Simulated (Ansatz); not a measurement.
## Reading a saddle point

A first-order saddle point of C$_{2}$H$_{7}$Al, closed shell, PBE0-D4/def2-TZVP, with one imaginary mode of 792i cm⁻¹:

```xyz
10
angstrom
Al 0.0838 0.4131 0.0494
H 0.9647 0.2258 -1.5161
C -1.3971 0.7065 -0.9953
H 0.0820 -0.0110 -1.6555
C 0.8798 -0.6537 1.4686
H -2.4504 0.5758 -0.7499
H -1.2695 1.3654 -1.8565
H 0.1347 -0.8885 2.2339
H 1.2622 -1.5961 1.0664
H 1.7099 -0.1374 1.9554
```

Computed with Ansatz 0.2.0 (basis: def2-TZVPP and def2-QZVPP); correlated methods freeze the cores. Extrapolation: Hartree–Fock as exp(−7.88 √X), correlation as X^−2.97.

Q: Which contacts change along the imaginary mode, and what lies on either side? (A judgement: the text doesn't fix the answer.)

A: The calculation gives: The step is C₂H₇Al ([CH3][AlH][CH3]) → C₂H₅Al ([CH2][Al][CH3]) + H₂, with the molecules in contact on both sides. Shortening one way: H2–H4; lengthening the same way: Al1–H2, C3–H4.
```tsv
pair	one side (Å)	saddle (Å)	other side (Å)
H2–H4	3.33	0.92	0.77
Al1–H2	1.60	1.81	2.11
C3–H4	1.10	1.77	2.75
```

Q: Which side is lower, and how far does the saddle lie above each? (Judge from chemistry; the value comes from the calculation.)

A: The calculation gives: The side with Al1–H2, C3–H4 short is lower by 270.4 kJ/mol; the saddle lies 298.0 kJ/mol above it and 27.5 kJ/mol above the other (CCSD(T) at an estimated basis limit (MP2 extrapolated from triple and quadruple zeta, plus CCSD(T) − MP2 in triple zeta); electronic energies).

T1 diagnostic: at most 0.015. The restricted Hartree–Fock reference is unstable towards an unrestricted one at one or more of these structures.

Labels in which every atom is bracketed show which atoms are joined, not bond orders.

For scale, one of the runs: CCSD(T)/def2-TZVPP, 202 basis functions, launched by `ansatz run in.yaml --threads 2 --pin off --events-out ev --progress --plain --max-ram 4352MiB`. Hardware: 2 CPU threads of an Arm Neoverse V1, shared host. Wall time 53 s; peak host memory 2.4 GiB.
